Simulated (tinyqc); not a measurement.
Orbital energy against energy difference: ionisation energy by orbital energies and by energy differences in the 6-31g basis, for LiH, spin multiplicity 1. Computed by the program tinyqc with PySCF. The cation is unrestricted; errors are against CCSD(T) in this basis, not against experiment.

Geometry (angstrom):

| atom | x | y | z |
|---|---|---|---|
| Li | 0.0000 | 0.0000 | 0.0000 |
| H | 0.0000 | 0.0000 | 1.4260 |

CCSD(T) difference in the same basis = 7.7970 eV

IP-EOM-CCSD = 7.7968 eV

First vertical ionisation energy (eV):

| method | -e(HOMO) | E(cation) - E | error of -e(HOMO) | error of the difference |
|---|---|---|---|---|
| HF | 8.425 | 7.30529 | 0.628 | -0.492 |
| LDA | 4.529 | 8.51210 | -3.268 | 0.715 |
| PBE | 4.523 | 8.35223 | -3.274 | 0.555 |
| B3LYP | 5.492 | 8.59686 | -2.305 | 0.800 |
| PBE0 | 5.631 | 8.31128 | -2.166 | 0.514 |
| CAM-B3LYP | 7.057 | 8.57988 | -0.740 | 0.783 |
| LC-wPBE | 8.387 | 8.39197 | 0.590 | 0.595 |

What does the comparison show, and why?

Koopmans errs by +0.63 eV and Delta-HF by -0.49 eV: relaxation, 1.12 eV, lowers the value and the missing correlation difference works against it. The PBE level is off by -3.3 eV through the wrong tail of its potential, though its energy difference is off by +0.56 eV; exact exchange deepens the level, and among the orbital energies LC-wPBE comes closest; among the differences HF does.
